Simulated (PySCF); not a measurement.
**Assigning NMR signals**

Atom-mapped SMILES (the numbers label the heavy atoms): `[CH2:1]=[CH:2][C:3](=[O:4])[CH2:5][CH3:6]`. Hydrogens are named by the atom that carries them. Ha(C1) is cis to C3; Hb(C1) is trans to C3.

All values are calculated (PySCF): PBE0-D3(BJ)/def2-TZVP geometry, GIAO B97-2/pcSseg-2 shieldings. Equivalent nuclei averaged, no solvent, single conformer, non-relativistic Hamiltonian.

References, each an isolated molecule treated in the same way: TMS for ¹³C (185.38 ppm) and ¹H (31.64 ppm).

Question: Assign these signals to the numbered atoms. ¹³C{¹H} NMR (computed): δ 205.0 (C), 140.9 (CH), 136.6 (CH2), 41.8 (CH2), 9.7 (CH3).

Answer: 
| δ (ppm) | atoms | environment | reason |
| --- | --- | --- | --- |
| 205.0 | C3 | ketone carbonyl carbon | the double bond to the heteroatom, with no lone-pair donor beside it, deshields it most |
| 140.9 | C2 | α carbon of a C=C–C=O unit | an sp2 carbon of a C=C bond |
| 136.6 | C1 | β carbon of a C=C–C=O unit | conjugation with the carbonyl draws π density from the β position |
| 41.8 | C5 | sp3 CH2 α to a carbonyl | the adjacent C=O deshields it moderately |
| 9.7 | C6 | methyl carbon | a saturated carbon with 1 carbon neighbour and no heteroatom attached |

Question: Assign these signals to the numbered atoms. ¹H NMR (300 MHz, computed): δ 6.95 (m, 1H), 6.74 (m, 1H), 5.81 (m, 1H), 2.56 (q, 2H), 1.07 (t, 3H).

Answer: 
```tsv
δ (ppm)	atoms	environment	reason
6.95	Ha(C1)	hydrogen on a β carbon of a C=C–C=O unit	attached to an sp2 carbon and in the plane of the double bond
6.74	H(C2)	hydrogen on an α carbon of a C=C–C=O unit	olefinic region
5.81	Hb(C1)	hydrogen on a β carbon of a C=C–C=O unit	attached to an sp2 carbon and in the plane of the double bond
2.56	H(C5)	hydrogen on an sp3 CH2 α to a carbonyl	α to C=O
1.07	H(C6)	hydrogen on a methyl carbon	–
```

Shifts are as computed. Against solution values, carbons near 30 ppm lie about +3 ppm off and those near 130 ppm about +7 ppm. Of 1211 compounds with measured shifts, 218 miss one by over three times the rms of a fit or turn the order of signals round; such compounds aren't used in these exercises. No couplings were computed; multiplicities are counted from neighbouring protons, with m where these are inequivalent, close in shift, in a saturated or five-membered ring or joined by F or P, and br s for small geminal =CH2 splittings.
